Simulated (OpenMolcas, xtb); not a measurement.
# AlH2Cl (SMILES [AlH2][Cl]): methods side by side

The species is AlH2Cl (4 atoms), meant as a singlet with charge 0. SMILES: `[AlH2][Cl]`. The shape comes from GFN2-xTB, which is rough for such elements, and wasn't checked as a minimum.

Each level gives the vertical energy of the triplet above the singlet (eV). The values are calculated.

```tsv
level	kind	program	value (eV)	less FCI/STO-3G
GFN2-xTB	semi-empirical	xtb	5.20	-3.13
HF/STO-3G	Hartree–Fock	OpenMolcas	8.50	+0.17
SVWN5/STO-3G	LDA	OpenMolcas	7.11	-1.22
PBE/STO-3G	GGA	OpenMolcas	7.16	-1.17
r2SCAN/STO-3G	meta-GGA	OpenMolcas	7.39	-0.94
M06-2X/STO-3G	hybrid meta-GGA	OpenMolcas	7.85	-0.48
MRCI(2,2)/STO-3G	multireference	OpenMolcas	8.42	+0.09
FCI/STO-3G, open shells restricted	exact in the basis	OpenMolcas	8.33	0.00
```

FCI/STO-3G, open shells restricted is exact within its basis and frozen core, so for wave-function methods in that basis the difference is their error; functionals converge differently with the basis, so for them it is only a difference. The values span 5.20 to 8.50 eV. The xTB rows lack spin polarisation, so open shells miss the exchange term that lowers them. A triplet this far above the singlet is often a Rydberg-like or dissociative state; sets without diffuse functions put Rydberg states too high. All rows use very small basis sets, so even the best lies far from the true value.
